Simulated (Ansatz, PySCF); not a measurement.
Reaction (SMILES): CN[SiH3] + 2 [H][H] (H2) -> C (CH4) + N (NH3) + [SiH4] (SiH4)

Wanted: energy of full hydrogenation (enthalpy at 298 K), in kcal/mol. Conventions: no dispersion term unless named; no spin-orbit coupling; valence correlation only; 6-31G* and kin with 6d, 5d where marked; non-relativistic; 6-311+G** with 5d, 6d on Na to Ar in Ansatz (a quantum-chemistry and plane-wave program). CBS marks a two-point X^-3 extrapolation of the correlation energy; Hartree-Fock from the larger set. First-principles rows: single points at B3LYP-D3(BJ) geometries (Ansatz), with unscaled harmonic terms from B3LYP/6-31G* (Ansatz) at its own minima.

Coupled cluster (Ansatz) is a level with limits of its own, used here on species with T1 under 0.025 (0.045 for open shells) and stable references: CCSD(T)/CBS(cc-pV(T+d)Z,cc-pV(Q+d)Z).

Value to compare with, CCSD(T)/CBS(cc-pV(T+d)Z,cc-pV(Q+d)Z) (Ansatz): -14.2 kcal/mol.

| level | program | energy of full hydrogenation (enthalpy at 298 K) (kcal/mol) | difference |
|---|---|---|---|
| PBE/def2-SVP | Ansatz | -14.4 | -0.2 |
| BP86/6-31G* (5d) | PySCF | -12.7 | 1.5 |
| B3LYP/6-31G | Ansatz | -19.8 | -5.6 |
| B3LYP/6-31G* | Ansatz | -14.3 | -0.1 |
| B3LYP/6-31G** | Ansatz | -16.1 | -1.9 |
| PBE0/6-311+G** | Ansatz | -19.4 | -5.2 |
| MP2/STO-3G | Ansatz | -7.2 | 7.0 |
| PBE/def2-TZVPD | Ansatz | -16.2 | -2.0 |
| r2SCAN-D4/def2-TZVPD | Ansatz + dftd4 | -13.9 | 0.3 |
| PBE0/def2-TZVPD | Ansatz | -16.8 | -2.6 |

Among the 7 habitual levels, MP2/STO-3G lies farthest from CCSD(T)/CBS(cc-pV(T+d)Z,cc-pV(Q+d)Z) (Ansatz) (7.0 kcal/mol); 2 of 7 lie above it, and their mean absolute difference is 3.1 kcal/mol, the median 1.9. One case shows no general order.

The levels are drawn from those run, B3LYP/6-31G* more often than the rest, none by its result; left out are runs that failed, that the program found above a lower state of the same kind, or whose <S^2> lies over 0.5 above the pure value.
